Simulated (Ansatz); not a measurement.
Zinc-blende CuCl was calculated with BLYP (PAW; Ansatz, an electronic-structure program).

Total energies, extrapolated to zero smearing (they compare only within this program, potentials and cutoff; free atoms with spin allowed, lowest state found):

```tsv
system	energy (eV/atom)
zinc-blende CuCl, relaxed	-3859.8778
free Cu atom	-6631.3680
free Cl atom	-1083.3055
```

Q: Work out the cohesive energy per atom.

A: E_coh = [1 × (-6631.3680) + 1 × (-1083.3055)]/2 − (-3859.8778) = 2.54 eV/atom. The reference value is 3.1 ± 0.03 eV/atom (worked out here from tabulated enthalpies at 298 K, copied from a table, unchecked, brought to a static lattice with a Debye model, atoms in their spin–orbit ground levels; inputs from the CRC Handbook), a difference of -0.56 eV/atom.

The PAW data were made under PBE.
